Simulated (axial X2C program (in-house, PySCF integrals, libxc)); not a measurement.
# AlC: cheaper levels and CCSD(T), 2c

Calculated with an in-house all-electron X2C program for linear molecules (integrals from PySCF). Two-component (2c) means X2C with spin–orbit coupling and atomic mean-field two-electron Coulomb and Gaunt terms. Basis: Al dyall-v3z [8s8p2d1f], C dyall-v3z [7s6p2d1f] (cores contracted in-house); Gaussian nuclei, density fitting, unrestricted open shells. Masses: Al 26.982 u, C 12.000 u.

State: Ω = 3/2 (⟨Sz⟩ = 1.50, ⟨Lz⟩ = 0.00 at HF); fragments Al + C.

```csv
level,Re (Å),ωe (cm⁻¹),De (eV)
PBE0,1.972,638.5,3.51
HF,1.975,649.7,2.59
PW91,1.980,621.4,3.73
```

Correlated methods: 7 electrons correlated (number of frozen shells: Al 2 s, 1 p; C 1 s), 145 virtual spin orbitals or spinors in MP2, 90 natural virtuals in coupled cluster.

CCSD(T), same Hamiltonian and basis:

Re = 1.978 Å, ωe = 644.1 cm⁻¹, De = 3.27 eV; T1 = 0.038 (Lee–Taylor normalisation).

Give the differences from CCSD(T) in the columns below.



| level | ΔRe (Å) | Δωe (cm⁻¹) | ΔDe (eV) |
| --- | --- | --- | --- |
| PBE0 | -0.006 | -6 | 0.24 |
| HF | -0.003 | 6 | -0.68 |
| PW91 | 0.002 | -23 | 0.46 |

The state is a single determinant with fixed occupations, the lowest that a limited PBE0 search found. De is counted from the lowest determinant-based energies of the atoms at the same level, without counterpoise correction. Density functionals use the spin component along the axis (collinear). Coupled cluster ran in a truncated set of natural virtual spinors; the MP2 energy of the rest was added. (T) has no such correction and the atoms are truncated less, which lowers De at CCSD(T) by a hundredth of an eV or more. In 2c an atomic determinant is not the ground J level, so De misses part of the atomic spin–orbit lowering. This holds for PBE0, PW91, CCSD(T). Without a current term, density functionals place determinants with orbital angular momentum somewhat too high. With several unpaired electrons one determinant need not be a pure state. This is the top spin component of a Σ state; components of lower Ω are not single determinants and can lie lower.
